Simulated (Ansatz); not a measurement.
Worked example: BH(CH3)(OH) → CH3 + BH(OH)

Species: BH(CH3)(OH), singlet; CH3 (methyl radical) `[CH3]`, doublet; BH(OH), doublet. 

Shapes, held fixed at every level: PBE0-D4/def2-TZVP. Flexible molecules stand in one conformer, not always the lowest. Programs: Ansatz 0.2.0. The zero-point and thermal change to 298 K, harmonic and unscaled (PBE0-D4/def2-TZVP), is -20.1 kJ/mol.

At CCSD(T)/CBS estimate; 1 Eh = 2625.50 kJ/mol:

```
    species  energy (Eh)
BH(CH3)(OH)  -141.084889
        CH3   -39.782177
     BH(OH)  -101.128256
```

Q: Work out ΔH(298 K) of the reaction at this level.

A: 
1. Products less reactants: (-39.782177) + (-101.128256) − [(-141.084889)] = 0.174456 Eh = +458.0 kJ/mol.
2. With the thermal change: +458.0 + (-20.1) = +437.9 kJ/mol.

Other levels give +407.5 (r2SCAN0-D4/def2-TZVPP) to +496.7 kJ/mol (SPW92/def2-TZVPP). No measured value is set beside it here. Open shells run unrestricted unless RO is named. The CBS estimate extrapolates MP2 from def2-TZVPP and def2-QZVPP and adds CCSD(T) − MP2 in the triple-zeta set, cores frozen.
